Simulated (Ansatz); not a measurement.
**Worked example: correlation energy of HCAl, singlet**

Geometry: a point of a stretch scan, not a stationary point.

| atom | x (Å) | y (Å) | z (Å) |
| --- | --- | --- | --- |
| Al | 0.0000 | 0.0457 | 0.7603 |
| C | 0.0000 | -0.1497 | -1.5113 |
| H | 0.0000 | 0.5620 | -2.3445 |

Basis 6-31G; Ansatz 0.2.0. Only valence electrons are correlated (noble-gas cores frozen), which leaves 8 electrons in 18 orbitals. Prefix R: restricted or restricted open-shell reference.

Full CI is exact within this basis and frozen core; it isn't the basis-set limit.

The cluster runs stand on a determinant 0.53 eV above the lowest RHF solution, chosen by trial CCSD; the correlation energy below is counted from it.

Runs differ by some tens of microhartree through their thresholds, so steps under 0.03 kcal/mol mean nothing.

```tsv
level	total energy (hartree)
RHF determinant under the cluster runs	-280.121207
RCCSD	-280.260184
RCCSD(T)	-280.269835
RCCSDT	-280.273137
RCCSDT(Q)	-280.275927
RCCSDTQ	-280.274825
full CI	-280.274945
```

**Question.** What is the correlation energy at full CI, and what share of it do RMP2 and RCCSDT recover?

**Answer.** E(corr) = -280.274945 − (-280.121207) = -0.153738 hartree = -4.183 eV. RCCSD: -0.138977 / -0.153738 = 90.40 %. RCCSDT: -0.151930 / -0.153738 = 98.82 %.

**Question.** By how many kcal/mol does RCCSD(T) miss full CI (1 hartree = 627.509 kcal/mol), and which steps make up the rest?

**Answer.** -280.269835 − (-280.274945) = 0.005110 hartree = 3.21 kcal/mol. Steps: RCCSDT − RCCSD(T) = -2.07, RCCSDT(Q) − RCCSDT = -1.75, RCCSDTQ − RCCSDT(Q) = 0.69, full CI − RCCSDTQ = -0.08 kcal/mol. With more than one leading determinant such errors change with state and geometry, and needn't cancel in differences.
